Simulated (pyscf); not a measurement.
Single points on ωB97X-D3(BJ)/def2-SVP structures (PySCF, gas phase).

Q: Estimate by transition-state theory the rate constant of CH₄ (SMILES C) + HS–ZnH (SMILES [SH][ZnH]) -> H₃C–ZnH (SMILES [CH3][ZnH]) + H₂S (SMILES S) (singlet surface; C–H, S–Zn broken, C–Zn, H–S formed) at 600 K, with ωB97M-D3(BJ)/def2-TZVP energies (ideal gas, 1 atm, RRHO with modes under 100 cm⁻¹ raised to 100, one conformer, R ln 2 for chiral ones without a mode under 150 cm⁻¹; no tunnelling).

A: The electronic barrier is 48.0 kcal/mol and the thermal terms add +15.1, so ΔG‡ = 63.0 kcal/mol. With k_BT/h = 1.25e+13 s⁻¹ and RT = 1.192 kcal/mol, and a volume of 8.18e-20 cm³ per molecule at 1 atm, k = 1.1e-29 cm³ molecule⁻¹ s⁻¹. Wigner's tunnelling factor for 1311i cm⁻¹ would be 1.41, likely too low at so high a frequency. A shift of 1 kcal/mol in the barrier changes k by a factor 2.3. On the product side the descent ends in a complex, 6.0 kcal/mol under the separated species and 22.8 kcal/mol under the saddle at ωB97X-D3(BJ)/def2-TZVP. This is the saddle that the search found; another between the same sides may lie lower. Elements up to Kr have no core potential and no relativistic terms here.
